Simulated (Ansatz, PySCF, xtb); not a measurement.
Homolysis of single bonds, series Ge Cl-H. Gas-phase values, no solvent. Strings in code marks are SMILES.

Quantity: homolytic bond dissociation enthalpy at 298 K (no spin–orbit term), in kcal/mol. Thermal and zero-point terms are GFN2-xTB rigid-rotor harmonic values (xtb).

Level 1: frozen-core MP2/cc-pVTZ // B3LYP-D3(BJ)/def2-TZVP (Ansatz, a program for electronic structure)
Level 2: B3LYP/6-31G* // B3LYP-D3(BJ)/def2-TZVP (PySCF)
Level 3: PBE/6-31G* // B3LYP-D3(BJ)/def2-TZVP (PySCF)
Level 4: HF/STO-3G // B3LYP-D3(BJ)/def2-TZVP (PySCF)

```tsv
species	level 1	level 2	level 3	level 4
Cl–Ge bond of `[Cl][Ge]([Cl])([Cl])[Cl]`, giving `[Cl]` and `[Cl][Ge]([Cl])[Cl]`	?	79.5	84.6	?
Cl–Ge bond of `[Cl][GeH3]`, giving `[Cl]` and `[GeH3]`	99.0	90.0	94.5	95.1
Cl–Ge bond of `[Cl][GeH2][Cl]`, giving `[Cl]` and `[Cl][GeH2]`	?	88.0	92.9	89.5
```

### Question
Complete the blanks.

### Answer

- Cl–Ge bond of `[Cl][Ge]([Cl])([Cl])[Cl]`, giving `[Cl]` and `[Cl][Ge]([Cl])[Cl]`, level 1: 97.1
- Cl–Ge bond of `[Cl][Ge]([Cl])([Cl])[Cl]`, giving `[Cl]` and `[Cl][Ge]([Cl])[Cl]`, level 4: 78.9
- Cl–Ge bond of `[Cl][GeH2][Cl]`, giving `[Cl]` and `[Cl][GeH2]`, level 1: 99.8
